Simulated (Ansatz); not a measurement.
# BH$_{4}$, doublet: reading a ladder of total energies

Geometry: displaced at random from a stationary point.

```yaml
atoms:
  - { symbol: B, position_ang: [0.0249, 0.0131, 0.0030] }
  - { symbol: H, position_ang: [0.2747, 0.8340, 0.8253] }
  - { symbol: H, position_ang: [-0.4877, -0.8186, 0.8169] }
  - { symbol: H, position_ang: [-0.3931, 0.7425, -0.7908] }
  - { symbol: H, position_ang: [0.3391, -0.8988, -0.8839] }
```

Basis 6-31G; Ansatz 0.2.0. Correlated methods freeze the noble-gas cores, which leaves 7 electrons in 16 orbitals. Prefix R: restricted or restricted open-shell reference; prefix U: unrestricted.

Full CI is exact within this basis and frozen core; it isn't the basis-set limit. The frozen core follows each run's orbitals, which can shift R against U totals by a few meV.

Runs differ by some tens of microhartree through their thresholds and, for an open shell, their frozen cores, so steps under 0.1 kcal/mol mean nothing.

| level | total energy (hartree) |
| --- | --- |
| UHF | -26.843837 |
| UMP2 | -26.912974 |
| UCCSD | -26.936766 |
| UCCSD(T) | -26.938416 |
| UCCSDT | -26.938981 |
| UCCSDT(Q) | -26.939029 |
| UCCSDTQ | -26.939041 |
| full CI | -26.939042 |

Task: What is the correlation energy at full CI, and what share of it do UMP2 and UCCSD(T) recover?

Result: E(corr) = -26.939042 − (-26.843837) = -0.095205 hartree = -2.591 eV. UMP2: -0.069137 / -0.095205 = 72.62 %. UCCSD(T): -0.094579 / -0.095205 = 99.34 %.

Task: By how many kcal/mol does UCCSD(T) miss full CI (1 hartree = 627.509 kcal/mol), and which steps make up the rest?

Result: -26.938416 − (-26.939042) = 0.000626 hartree = 0.39 kcal/mol. Steps: UCCSDT − UCCSD(T) = -0.35, UCCSDT(Q) − UCCSDT = -0.03, UCCSDTQ − UCCSDT(Q) = -0.01, full CI − UCCSDTQ = 0.00 kcal/mol. That is within 1 kcal/mol of the reference in this basis, which itself misses far more of the correlation at the basis-set limit.
